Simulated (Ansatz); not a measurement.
**C (graphite): energy against volume**

These are results of Ansatz, DFT, r2SCAN, plane waves (500 eV) with PAW, scalar-relativistic, not measurements. The PAW files were generated under PBE, with cores re-solved for the functional.

The cell is scaled uniformly from the relaxed one, with fractional coordinates and shape fixed. Energies are extrapolated to zero smearing, pressures are those at the given smearing. Because the bonds are stretched with the cell, B₀ of this curve lies above the true bulk modulus of such a structure. Magnetic state: spin not included.

A Birch-Murnaghan fit gives V₀ = 9.16 Å³/atom, B₀ = 275 GPa, B₀′ = 3.6.

(1) What are the energy above the minimum and the pressure at 8.423 Å³/atom?

(2) What are the energy above the minimum and the pressure at 8.789 Å³/atom?

(3) What are the energy above the minimum and the pressure at 9.521 Å³/atom?

Results:

(1) 57.1 meV/atom and 26.58 GPa as computed.

(2) 13.4 meV/atom and 12.08 GPa as computed.

(3) 11.8 meV/atom and -10.05 GPa as computed.
